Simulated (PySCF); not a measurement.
Species: C6H8.
Numbering: `[CH2:1]=[C:2]=[C:3]([CH3:4])[CH:5]=[CH2:6]` (hydrogens: H7, H8 on C1; H9, H10, H11 on C4; H12 on C5; H13, H14 on C6)

Computed with core-valence-separated Tamm–Dancoff BHandHLYP/aug-pcX-1 (pcseg-1 on H) in PySCF, non-relativistic, gas phase, PBE0-D3(BJ)/def2-SVP geometry.

Computed carbon K-edge spectrum, Gaussian lines of 0.5 eV full width, highest printed point 100; it ends one width below the last computed root. The energies are unshifted.

photon energy (eV), absorption and a bar:
```
    281.8          1 
    281.9          2 #
    282.0          5 #
    282.1         11 ###
    282.2         19 ######
    282.3         28 ########
    282.4         35 ##########
    282.5         40 ############
    282.6         47 ##############
    282.7         60 ##################
    282.8         78 #######################
    282.9         93 ############################
    283.0        100 ##############################
    283.1         95 #############################
    283.2         83 #########################
    283.3         68 ####################
    283.4         56 #################
    283.5         46 ##############
    283.6         36 ###########
    283.7         26 ########
    283.8         16 #####
    283.9          8 ##
    284.0          3 #
    284.1          1 
    284.2          0 
    284.3          0 
    284.4          0 
    284.5          0 
    284.6          0 
    284.7          0 
    284.8          1 
    284.9          1 
    285.0          2 #
    285.1          3 #
    285.2          3 #
    285.3          3 #
    285.4          4 #
    285.5          6 ##
    285.6          8 ##
    285.7         10 ###
    285.8         14 ####
    285.9         19 ######
    286.0         26 ########
    286.1         35 ##########
    286.2         42 #############
    286.3         47 ##############
    286.4         48 ###############
    286.5         48 ###############
    286.6         48 ##############
    286.7         47 ##############
```

Problem. Where are the maxima, and which lines make them up?

Solution. 2 maxima:
- 283.0 eV: C2 (central carbon of cumulated double bonds), 283.03 eV, f = 0.068, 35 % of the height at the exact maximum; C2 (central carbon of cumulated double bonds), 282.97 eV, f = 0.064, 32 % of the height at the exact maximum; C5 (alkene CH carbon), 282.81 eV, f = 0.052, 1s→π*, 17 % of the height at the exact maximum; C1 (outer carbon of cumulated double bonds), 283.26 eV, f = 0.056, 1s→π*, 15 % of the height at the exact maximum
- 286.4 eV: C4 (methyl carbon), 286.47 eV, f = 0.028, 29 % of the height at the exact maximum; C5 + C6 (alkene CH carbon and terminal =CH2 carbon), 286.20 eV, f = 0.043, sum of 2, 24 % of the height at the exact maximum; C4 (methyl carbon), 286.66 eV, f = 0.027, 17 % of the height at the exact maximum; C4 (methyl carbon), 286.28 eV, f = 0.020, 16 % of the height at the exact maximum

Further lines of some strength in the range: C6, 282.40 eV, f = 0.057; C3, 283.56 eV, f = 0.053; C6, 285.74 eV, f = 0.009.

Roots within 0.03 eV on the same or equivalent atoms count as one line; shares under 12 % aren't listed.

Vibrational structure and lifetime widths aren't in the curve. The ionisation threshold wasn't computed; near and above it a finite basis only mimics Rydberg series and continuum.

Cost: about 28 s of CPU time on one thread; the machine was shared, so the figure is rough.

The values belong to the conformer `[CH2:1]=[C:2]=[C:3]([CH3:4])[CH:5]=[CH2:6]`: C2–C3–C5–C6 180°.
